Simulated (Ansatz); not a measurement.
`N[SiH2]P` + H–F → `F[SiH2]P` + NH₃ at 500 K and 1 bar (ligand exchange at the Si–N bond).

Gas-phase electronic energies from Ansatz, PBE0-D4/def2-TZVP geometries. CBS: MP2 limit from def2 TZ/QZ plus the TZ coupled-cluster correction, frozen cores. This one scheme is used for every species. One conformer a species, not always the lowest.

```json
{"species": "`N[SiH2]P`", "CCSD(T)/CBS energy (Eh)": "-688.35145", "H − E (kJ/mol)": "200.1", "S (J/(mol·K))": "379.7"}
{"species": "H–F", "CCSD(T)/CBS energy (Eh)": "-100.39570", "H − E (kJ/mol)": "39.4", "S (J/(mol·K))": "188.7"}
{"species": "`F[SiH2]P`", "CCSD(T)/CBS energy (Eh)": "-732.27050", "H − E (kJ/mol)": "132.8", "S (J/(mol·K))": "348.5"}
{"species": "NH₃", "CCSD(T)/CBS energy (Eh)": "-56.50880", "H − E (kJ/mol)": "108.2", "S (J/(mol·K))": "211.8"}
```

H − E and S are ideal-gas, rigid-rotor, harmonic terms from PBE0-D4/def2-TZVP, for one conformer and one mirror image of each species. 1 Eh = 2625.50 kJ/mol, R = 8.31446 J/(mol·K).

**Question.** By hand: ΔE, ΔH, ΔS and ΔG.

**Answer.** ΔE = (-732.27050) + (-56.50880) − (-688.35145) − (-100.39570) = -0.03215 Eh = -84.4 kJ/mol. Δ(H − E) = 132.8 + 108.2 − 200.1 − 39.4 = 1.5, so ΔH = -82.9 kJ/mol. ΔS = 348.5 + 211.8 − 379.7 − 188.7 = -8.1 J/(mol·K). ΔG = -82.9 − 500 × (-8.1)/1000 = -78.9 kJ/mol.

**Question.** By hand: the equilibrium constant, and the temperature at which ΔG would vanish if ΔH and ΔS stayed fixed.

**Answer.** log₁₀ K = −ΔG/(RT ln 10) = 8.2. ΔG = 0 at ΔH/ΔS = 10235 K, far beyond where these terms or the molecules hold.

The number of gas molecules stays the same, so ΔS is small and ΔH decides. A doubt of 5 kJ/mol in ΔE shifts log₁₀ K by 0.5 here. Other conformers and mirror images would add mixing entropy, several J/(mol·K) or more a flexible species. These are equilibria of isolated gas molecules and say nothing of rates. Largest T1 diagnostic: 0.013 (customary marks: 0.02 for closed shells, 0.045 for open ones).
